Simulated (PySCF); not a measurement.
# BS: energy against distance

Set-up: B def2-TZVP, S def2-TZVP; no relativity (PySCF 2.14). Energies in eV from B + S in their ground configurations at the same level. State: ²Σ⁺ (doublet), unpaired electrons σ ↑.

All columns are PBE0. A positive dipole means B(−)S(+).

```tsv
R (Å)	E (eV)	μ (D)	Mulliken charge on B (basis-dependent)	HOMO (eV)	LUMO (eV)	Mayer bond order	⟨S²⟩
1.384	-4.355	-0.18	-0.16	-8.31	-3.01	2.71	0.76
1.448	-5.252	-0.38	-0.08	-8.48	-3.21	2.64	0.76
1.512	-5.757	-0.57	-0.02	-8.62	-3.41	2.59	0.77
1.561	-5.939	-0.72	0.03	-8.71	-3.57	2.55	0.77
1.609	-5.991	-0.86	0.06	-8.67	-3.72	2.52	0.77
1.657	-5.941	-1.00	0.09	-8.54	-3.87	2.49	0.77
1.722	-5.756	-1.18	0.13	-8.38	-4.07	2.44	0.77
1.802	-5.390	-1.38	0.16	-8.19	-4.31	2.38	0.78
1.899	-4.839	-1.61	0.18	-7.99	-4.59	2.30	0.78
2.027	-4.036	-1.87	0.19	-7.75	-4.92	2.15	0.77
```

A fit through these points gives, at Re = 1.608 Å, μ = -0.86 D and dμ/dR = -2.92 D/Å; the reduced mass is 8.189 u.

Q: How strong is the fundamental in the double-harmonic approximation, I = 42.26·(dμ/dR)²/μred km/mol?

A: I = 42.26·(-2.92)²/8.189 = 44.0 km/mol at PBE0.

The state was picked by a PBE0 search and need not be the measured ground state.
